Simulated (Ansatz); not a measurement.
The input, for Ansatz 0.2.0:

```yaml
crystal:
  periodic: [false, false, false]
  atoms:
    - {symbol: Si, position_ang: [0.000000, -0.069010, 0.427990]}
    - {symbol: C, position_ang: [0.000000, -0.069010, -1.392266]}
    - {symbol: H, position_ang: [0.000000, 4.026760, 3.366757]}
    - {symbol: H, position_ang: [0.000000, -1.281499, 1.297966]}
basis:
  gaussian: {orbitals: def2-mTZVP}
magnetization: {spin_polarized: false, initial_magnetization: 2}
correlation: {active_space: {window: {electrons: 4, orbitals: 5}}}
output: {forces: true}
```

```sh
$ ansatz run in.yaml --threads 1 --pin off --events-out ev --progress --plain --max-ram 2393MiB
```

The program prints:

```
428 factors; integrals over basis functions are off by at most 1.5e-3 eV
mean field evaluation 1: about -8913.5578 eV, gradient 1.6e1 eV
mean field evaluation 2: about -8913.5854 eV, gradient 1.7e1 eV
mean field evaluation 4: about -8915.1475 eV, gradient 3.3e0 eV
mean field evaluation 8: about -8915.2592 eV, gradient 8.0e-1 eV
mean field evaluation 16: about -8915.3316 eV, gradient 1.7e-1 eV
mean field evaluation 32: about -8915.9004 eV, gradient 4.3e-2 eV
mean field evaluation 64: about -8915.3330 eV, gradient 5.7e-2 eV
mean field evaluation 96: about -8915.8933 eV, gradient 9.6e-1 eV
mean field evaluation 128: about -8915.3330 eV, gradient 5.7e-2 eV
mean field evaluation 160: about -8914.4567 eV, gradient 4.9e-5 eV
mean field evaluation 192: about -8915.3331 eV, gradient 3.6e-3 eV
mean field -8915.90045095 eV, -327.6532981580 hartree, gradient 4.3e-6 eV, S^2 2.000000; 15 other end points of the search recorded, 0 dependent functions left out
reference -8915.90045095 eV, -327.6532981580 hartree; 12, 10 occupied and 35, 37 virtual orbitals, 428 factors
state -8916.99218478 eV, -327.6934186363 hartree
the calculation of the forces begins
Total energy: -8916.99218478 eV, -327.6934186363 hartree
Atom 0 at     0.000000    -0.069010     0.427990 Å, force     0.000000    -0.052575    -0.967584 eV/Å
Atom 1 at     0.000000    -0.069010    -1.392266 Å, force     0.000000    -0.103672     1.234187 eV/Å
Atom 2 at     0.000000     4.026760     3.366757 Å, force     0.000000     0.000627     0.000506 eV/Å
Atom 3 at     0.000000    -1.281499     1.297966 Å, force    -0.000000     0.155620    -0.267108 eV/Å
Dipole moment:    -0.000000    -0.221118     0.647930 e Å
```

Natural occupations: 1.8383 1.0000 0.9598 0.1477 0.0543.

Forces (eV/Å):
```
Si   0.000 -0.053 -0.968
C    0.000 -0.104  1.234
H    0.000  0.001  0.001
H    0.000  0.156 -0.267
```

Ran on 1 thread of Arm Neoverse N1, shared host: 5.5 s wall, 0.22 GiB peak host memory.
